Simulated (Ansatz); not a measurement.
System: fcc Cu. Method: BLYP (PAW; Ansatz, a first-principles code).

Numerical settings: plane-wave cutoff 520 eV, 20×20×20 k mesh, Fermi–Dirac smearing 0.1 eV, perturbation theory, no spin polarisation, scalar-relativistic PAW data made under PBE.

Computed at the level's own relaxed cell.

Harmonic phonon frequencies (cm⁻¹; i marks an imaginary mode):

```
q point  frequencies
-------  -----------
X        140 140 205
L          98 98 211
W                  ?
```

**Question.** What belongs in the gaps?

**Answer.** 
- W, frequencies: 137 170 170

No imaginary mode appears at these points.
